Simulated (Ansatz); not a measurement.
Rock-salt HfN, treated with PBEsol in Ansatz (PAW).

Numerical settings: plane-wave cutoff 500 eV, 16×16×16 k mesh, Fermi–Dirac smearing 0.05 eV, scalar-relativistic PAW data made under PBE.

Computed at the level's own relaxed cell.

Problem. Estimate the equilibrium volume per atom and lattice parameter a that the calculation returns.

Solution. 
- equilibrium volume per atom: 11.40 Å³/atom
- lattice parameter a: 4.501 Å

Measured, for comparison: equilibrium volume per atom 11.57 Å³/atom, lattice constant a 4.524 Å (room temperature, no zero-point or thermal correction; as tabulated in Seo, Lee, Wen, Petrov, Greene, Gall, J. Appl. Phys. 96, 878 (2004)). Computed (rounded) less measured: equilibrium volume per atom -1.5 %, lattice constant a -0.5 %. A static lattice is as a rule a little smaller and stiffer than an uncorrected measurement, which narrows the difference in the equilibrium volume per atom, lattice constant a and would widen misses of the other sign.

Spin–orbit coupling is not included.

The computed numbers hold no vibrational or temperature effects.

The result took about 30 core-seconds (a rough figure).

Ansatz is a quantum-chemistry and plane-wave program.
